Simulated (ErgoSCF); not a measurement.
**BHF (SMILES [BH]F), run twice**

Aim: the energy of BHF at UHF/6-311+G*.

The results are computed with ErgoSCF 3.8.

9 further runs of the same task are left out: 1 that didn't finish, 8 set aside as unsound or not needed.

## (1) The system as given

The species is BHF (3 atoms), meant as a doublet with charge 0. As SMILES, `[BH]F`. The coordinates come from a GFN2-xTB relaxation.

Bond lengths: B1–F2 1.307 Å, B1–H3 1.175 Å. Angles: F2–B1–H3 117.7°.

## (2) First attempt

The input, ergo.in:

```
set_nthreads(1)
spin_polarization = 1
scf.output_mulliken_pop = 1
scf.max_number_of_iterations = 4
basis = "6-311+Gs"
tmpdir = "."
molecule_inline
B     -0.65618850     0.33639015    -0.34056644
F      1.16826648     1.53840714     0.81246885
H     -0.51207799    -1.87479729    -0.47190241
EOF
run "HF"
```

Started as:

```
$ ergo ergo.in
```

What it wrote:

```text
INMA ERGO version 3.8
INMA reading input from file ergo.in
INMA  spin_polarization := 1
INMA  output_mulliken_pop := 1
INMA  max_number_of_iterations := 4
INMA  basis := 6-311+Gs
INMA Basis really set to 6-311+Gs
INMA B (charge=5.0) -0.656188 0.336390 -0.340566
INMA F (charge=9.0) 1.168266 1.538407 0.812469
INMA H (charge=1.0) -0.512078 -1.874797 -0.471902
INMA running HF
INMA Running HF
INSC SCF_general constructor, number of basis functions: 47
INSC Min internuclear distance:      2.21977 a.u.  =      1.17465 Angstrom
INSC Max internuclear distance:      4.01536 a.u.  =      2.12484 Angstrom
INSC Euclidean norm of overlap matrix =          5.20141726135  (acc 1.49e-08)
INSC Euclidean norm of invCholFactor after truncation =         22.61119328594
INSC Beginning of SCF cycle 1
INSC nuclearEnergy, energy_2el, energy = 22.709412, 46.844398, -55.259939
INSC Energy   1 =        -55.25993863875
INSC maxabs FDS-SDF (alpha) is      3.1
INSC maxabs FDS-SDF (beta ) is      2.7
INDE PURIFICATION CONVERGED after 46 iterations
INDE E(LUMO) - E(HOMO) >=          0.10148463207 =          2.76153753458 eV
INDE E(LUMO) - E(HOMO) <=          0.10999283822 =          2.99305761930 eV
INDE PURIFICATION CONVERGED after 42 iterations
INDE E(LUMO) - E(HOMO) >=          0.21887689741 =          5.95594382429 eV
INDE E(LUMO) - E(HOMO) <=          0.26287211359 =          7.15311465048 eV
INSC <S2>_exact =   0.750, <S2> =          0.75011671257
INSC Beginning of SCF cycle 2
INSC nuclearEnergy, energy_2el, energy = 22.709412, 96.459295, -117.137993
INSC Energy   2 =       -117.13799270670
INSC maxabs FDS-SDF (alpha) is     1.65
INSC maxabs FDS-SDF (beta ) is     1.66
INSC using DIIS to get combined Fock matrix, number of iters used for DIIS:  2
INDE PURIFICATION CONVERGED after 48 iterations
INDE E(LUMO) - E(HOMO) >=          0.04463456567 =          1.21456841204 eV
INDE E(LUMO) - E(HOMO) <=          0.05311188800 =          1.44524810550 eV
INDE PURIFICATION CONVERGED after 47 iterations
INDE E(LUMO) - E(HOMO) >=          0.06338345304 =          1.72475163065 eV
INDE E(LUMO) - E(HOMO) <=          0.07578411457 =          2.06219082261 eV
INSC <S2>_exact =   0.750, <S2> =          0.86105844934
INSC Beginning of SCF cycle 3
INSC nuclearEnergy, energy_2el, energy = 22.709412, 49.281415, -117.825319
INSC Energy   3 =       -117.82531917578  ( diff     -0.687326469086059 )
INSC maxabs FDS-SDF (alpha) is    0.624
INSC maxabs FDS-SDF (beta ) is    0.642
INSC using DIIS to get combined Fock matrix, number of iters used for DIIS:  3
INDE PURIFICATION CONVERGED after 42 iterations
INDE E(LUMO) - E(HOMO) >=          0.18009324060 =          4.90058675356 eV
INDE E(LUMO) - E(HOMO) <=          0.20986761260 =          5.71078869433 eV
INDE PURIFICATION CONVERGED after 38 iterations
INDE E(LUMO) - E(HOMO) >=          0.37977835410 =         10.33429553055 eV
INDE E(LUMO) - E(HOMO) <=          0.42337800870 =         11.52070257774 eV
INSC <S2>_exact =   0.750, <S2> =          0.76118930113
INSC Beginning of SCF cycle 4
INSC nuclearEnergy, energy_2el, energy = 22.709412, 74.931962, -124.283142
INSC Energy   4 =       -124.28314194114  ( diff     -6.457822765359339 )
INSC maxabs FDS-SDF (alpha) is    0.295
INSC maxabs FDS-SDF (beta ) is    0.307
TISC Main SCF loop took      1.10 usr cpu s       0.07 sys cpu s       1.18 wall s
INSC SCF: dipole_moment_x [atomic units] =      -1.33637628
INSC SCF: dipole_moment_y [atomic units] =      -1.46191166
INSC SCF: dipole_moment_z [atomic units] =      -0.90065305
INSC Sum of Mulliken charges (electrons):      15.0000000
INSC Mulliken charge of atom 0 =       0.1491410
INSC Mulliken charge of atom 1 =      -0.4341634
INSC Mulliken charge of atom 2 =       0.2850224
INSC Sum of Mulliken atomic charges:      -0.0000000
INSC Mulliken spin density of atom 0 =       0.9654804
INSC Mulliken spin density of atom 1 =       0.0474110
INSC Mulliken spin density of atom 2 =      -0.0128914
INSC Sum of Mulliken atomic spin densities:       1.0000000
```

Standard output:

```text
Inline main molecule with 3 atoms.
```

Run time: 1.6 s. Hardware: 1 thread of Arm Neoverse V2, shared host.

## (3) Reading the log

The run stopped without converging.

The cause is that the iteration cap is too low for convergence. To mend it: raise the iteration cap from 4.

## (4) Try two

The input, run.inp:

```
set_nthreads(1)
molecule_inline
B  -0.65618850 0.33639015 -0.34056644
F  1.16826648 1.53840714 0.81246885
H  -0.51207799 -1.87479729 -0.47190241
EOF
basis = "6-311+Gs"
scf.output_mulliken_pop = 1
charge = 0
tmpdir = "."
spin_polarization = 1
scf.max_number_of_iterations = 80
run "HF"
```

Started as:

```
$ ergo run.inp
```

What it wrote:

```text
[...]
INSC SCF_general constructor, number of basis functions: 47
[...]
INSC Energy   1 =        -55.25993863875
[...]
INDE PURIFICATION CONVERGED after 46 iterations
[...]
INDE PURIFICATION CONVERGED after 42 iterations
[...]
INDE PURIFICATION CONVERGED after 33 iterations
[...]
INDE E(LUMO) - E(HOMO) <=          0.73549332409 =         20.01379301872 eV
[...]
INSC Energy  15 =       -124.71510054333  ( diff     -0.000000000013017 )
[...]
RESC CONVERGED after  15 iterations.
RESC FINAL ENERGY:       -124.71510054333
RESC FINAL <S2> =          0.75264465046
[...]
INSC SCF: dipole_moment_x [atomic units] =      -0.16976505
INSC SCF: dipole_moment_y [atomic units] =      -0.28670421
INSC SCF: dipole_moment_z [atomic units] =      -0.12415349
[...]
```

It took 5.4 s on 1 thread of Arm Neoverse V2, shared host.

## (5) Outcome

Level: UHF/6-311+G*.

| quantity | value |
| --- | --- |
| total energy | -124.71510 Eh |
| dipole moment | 0.90 D |
| ⟨S²⟩ | 0.753 |

What this shows: Mulliken charges run from -0.08 on B1 to +0.06 on H3; in a basis this large or diffuse they mean little.
